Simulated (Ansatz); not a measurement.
Consider the ligand exchange at a Mg–O bond: `[MgH][O][SiH3]` + CH₃SH → `C[S][MgH]` + `O[SiH3]`.

Program: Ansatz. Geometries: PBE0-D4/def2-TZVP. ΔE: electronic, gas phase. CBS: MP2 limit from def2 TZ/QZ plus the TZ coupled-cluster correction, frozen cores. This one scheme is used for every species. DFT in def2-TZVPP. HSE06 is defined as in plane-wave codes. For Mg outer-core shells are correlated without core-valence functions, which leaves a few kJ/mol of doubt a bond.

(1) Is it downhill or uphill in electronic energy at CCSD(T)/CBS, and by how much? (Estimate.)

(2) What do these levels give: PBE-D4, B97M-V, HSE06-D4, CAM-B3LYP-D4, ωB97X-V, PBE0, LC-ωPBE, RPA@PBE/def2-TZVPP, MP2/def2-SVP, MP2/def2-TZVPP, SCS-MP2/def2-QZVPP, HF/CBS(def2)? (An estimate is asked.)

(3) What do rigid-rotor, harmonic-oscillator terms from PBE0-D4/def2-TZVP frequencies (298.15 K, 1 bar) make of the CCSD(T)/CBS value? (Best estimate.)

Largest T1 diagnostic among the species: 0.011.

Answers

(1) Computed: Uphill: ΔE = +0.51 eV.

(2) The calculation gave: PBE-D4 0.38, B97M-V 0.48, HSE06-D4 0.38, CAM-B3LYP-D4 0.53, ωB97X-V 0.48, PBE0 0.38, LC-ωPBE 0.47, RPA@PBE/def2-TZVPP 0.52, MP2/def2-SVP 0.63, MP2/def2-TZVPP 0.49, SCS-MP2/def2-QZVPP 0.55, HF/CBS(def2) 0.54 eV.

(3) Computed: ΔZPE = +0.05 eV, ΔH = +0.57 eV, ΔS = 16 J/(mol·K), ΔG = +0.52 eV.

Leaving LDA and LC-ωPBE aside and taking each functional with its dispersion term where it has one, the values spread over 0.15 eV, from HSE06-D4 to CAM-B3LYP-D4. At CCSD(T), def2-SVP lies +0.11 eV from the extrapolated value and def2-TZVPP −0.02 eV.
